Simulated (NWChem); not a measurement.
Correlation energy of CS

```
C
S 1 1.5389
```
Charge 0, spin multiplicity 1.

Everything below was run with NWChem. All single points use one geometry, from B3LYP/def2-SVP, a minimum by its harmonic frequencies.

Basis set: 6-311G**. Each correlation energy counts from its own Hartree-Fock reference.

The correlated methods keep 6 core orbitals frozen. The Pople sets run with spherical d functions. The structure started from a generated list of species. Coupled-cluster values serve here as a point of comparison, not as the truth.

Task: One of these methods gave a correlation energy of -250.2 mHa. Which?
(A) SCS-MP2
(B) CR-CCSD[T]
(C) MP2
(D) CR-CCSD(T)

Result: C, MP2. The others give -244.5 (SCS-MP2), -280.3 (CR-CCSD[T]), -278.7 (CR-CCSD(T)).
